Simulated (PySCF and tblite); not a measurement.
Values are calculated unless marked as measured or tabulated.
C₂H₆S, numbered as in [CH3:1][CH2:2][SH:3].

Conformers came from 90 starts (ETKDG and KDG, MMFF94s, GFN2-xTB); geometries are PBE0-D3(BJ)/def2-SVP. Weights use HF-D3(BJ)/def2-TZVP energies plus GFN2-xTB zero-point and thermal terms (modes under about 100 cm⁻¹ blended into free rotors). Symmetry numbers and mirror images are counted. Conformers within 3 kcal/mol (GFN2-xTB free energy) were kept, 4 at most. GIAO shieldings: B97-2/pcSseg-2. Shifts are against TMS (¹H), TMS (¹³C) at the same level. Programs: PySCF with density fitting and tblite.

Task: Predict the averaged NMR shifts at 298.15 K.

Result: ¹H: 2.53 (H2, 2H), 1.24 (H1, 3H) ppm. ¹³C: 27.0 (C2), 21.3 (C1) ppm.

Task: How do the conformers differ?

Result: Torsions listed: C1–C2–S3–H3. Of a mirror pair one member is shown.
| conformer | shape | weight % |
| --- | --- | --- |
| 1 | 64° | 64.9 |
| 2 | -178° | 35.1 |

| signal | 1 | 2 | average |
| --- | --- | --- | --- |
| H1 | 1.26 | 1.20 | 1.24 |
| H2 | 2.43 | 2.72 | 2.53 |
| C1 | 23.9 | 16.6 | 21.3 |
| C2 | 27.4 | 26.3 | 27.0 |

H on N, O and S are left out: they exchange, and hydrogen bonds move them by several ppm. Shifts are unscaled: against experiment ¹³C can be off by 15 ppm or more and ¹H by 0.8 ppm.
